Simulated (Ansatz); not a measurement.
Mulliken charges of `[SiH3]N[SiH3]` from PBE/def2-TZVPP in Ansatz (PBE0-D4/def2-TZVP geometry).

| atom | x (Å) | y (Å) | z (Å) | charge (e) |
| --- | --- | --- | --- | --- |
| Si1 | -1.043 | 0.758 | -0.880 | 0.264 |
| N2 | 0.120 | 0.500 | 0.369 | -0.295 |
| Si3 | 0.996 | -0.935 | 0.755 | 0.264 |
| H4 | -1.373 | -0.567 | -1.458 | -0.051 |
| H5 | -0.532 | 1.645 | -1.963 | -0.065 |
| H6 | -2.274 | 1.394 | -0.336 | -0.062 |
| H7 | 0.362 | 1.317 | 0.913 | 0.122 |
| H8 | 0.403 | -2.042 | -0.035 | -0.051 |
| H9 | 0.897 | -1.243 | 2.208 | -0.062 |
| H10 | 2.445 | -0.827 | 0.427 | -0.065 |

Task: By hand: the dipole of these point charges (1 e Å = 4.8032 D).

Result: Σ q r = (0.007, 0.037, 0.029) e Å, of length 0.048 e Å = 0.23 D.

Task: How does the dipole of the full density compare? (Estimate.)

Result: Computed: (0.043, 0.154, 0.105) e Å, 0.92 D; the point charges give 0.25 times that, at 6° from its direction.

Point charges leave out the atoms' own dipoles, such as those of lone pairs, and Mulliken's split depends on the basis, so the two needn't agree.
